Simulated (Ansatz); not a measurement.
Molecule (SMILES): N#C (CH-N).
Atoms: C1, N2, H3. Bonds: C1-N2, C1-H3.

Basis-set convergence of the optimised C1-H3 bond length at MP2 with Ansatz (a program for electronic structure). The reference of a correlated method is not its basis-set limit, which lies further on. Cartesian d functions, on some or all atoms, in 6-31G*, 6-31+G*; all else is spherical. Cores are frozen. No added dispersion term, no relativity. Reference: the value in aug-pcseg-3, 1.0629 Å, itself unsure by roughly 0.0010 Å (its mean distance from aug-cc-pVQZ, def2-QZVPPD, pcseg-3). Deviations are taken from unrounded values.

```
basis        functions  optimised C1-H3 bond length (Å)
-----------  ---------  -------------------------------
6-31G*              32                           1.0694
6-31+G*             40                           1.0710
cc-pVDZ             33                           1.0789
aug-cc-pVDZ         55                           1.0779
def2-SVP            33                           1.0769
def2-SVPD           48                           1.0763
pcseg-1             33                           1.0721
aug-pcseg-1         55                           1.0722
6-311G**            42                           1.0672
6-311+G**           50                           1.0680
def2-TZVP           68                           1.0673
def2-TZVPD          83                           1.0676
cc-pVTZ             74                           1.0643
aug-cc-pVTZ        115                           1.0646
pcseg-2             74                           1.0636
aug-pcseg-2        115                           1.0641
def2-TZVPP          76                           1.0654
def2-TZVPPD         91                           1.0655
cc-pVQZ            140                           1.0642
aug-cc-pVQZ        206                           1.0645
def2-QZVPP         144                           1.0643
def2-QZVPPD        159                           1.0643
pcseg-3            153                           1.0629
aug-pcseg-3        219                           1.0629
```

What the diffuse functions change, pair by pair:
- 6-31G* to 6-31+G*: 8 more functions, deviation 0.0065 to 0.0081 Å
- cc-pVDZ to aug-cc-pVDZ: 22 more functions, deviation 0.0160 to 0.0150 Å
- def2-SVP to def2-SVPD: 15 more functions, deviation 0.0140 to 0.0134 Å
- pcseg-1 to aug-pcseg-1: 22 more functions, deviation 0.0092 to 0.0093 Å
- 6-311G** to 6-311+G**: 8 more functions, deviation 0.0043 to 0.0051 Å
- def2-TZVP to def2-TZVPD: 15 more functions, deviation 0.0044 to 0.0047 Å
- cc-pVTZ to aug-cc-pVTZ: 41 more functions, deviation 0.0014 to 0.0017 Å
- pcseg-2 to aug-pcseg-2: 41 more functions, deviation 0.0007 to 0.0012 Å
- def2-TZVPP to def2-TZVPPD: 15 more functions, deviation 0.0025 to 0.0026 Å
- cc-pVQZ to aug-cc-pVQZ: 66 more functions, deviation 0.0013 to 0.0016 Å
- def2-QZVPP to def2-QZVPPD: 15 more functions, deviation 0.0014 to 0.0014 Å
- pcseg-3 to aug-pcseg-3: 66 more functions, deviation 0.0000 to 0.0000 Å

Leaving out the reference's own pair, they bring the value nearer the reference by more than 0.0010 Å in 0 of 11 pairs.
